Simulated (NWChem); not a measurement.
## Correlation energy of N (+1)

```xyz
1

N      0.0000     0.0000     0.0000
```
Charge +1, spin multiplicity 3.

All runs are NWChem calculations.

Basis set: def2-SVP. Each correlation energy counts from its own Hartree-Fock reference.

The correlated methods keep 1 core orbital frozen. The stability of the SCF solutions was not checked. Open-shell Hartree-Fock references start from PBE0 orbitals. Coupled-cluster values serve here as a point of comparison, not as the truth.

One of these methods gave a correlation energy of -57.5 mHa. Which?
A. CCSD[T] on UHF
B. UMP2
C. CCSD(T) on ROHF
D. SCS-UMP2

D, SCS-UMP2. The others give -76.4 (CCSD[T] on UHF), -81.7 (CCSD(T) on ROHF), -54.3 (UMP2).
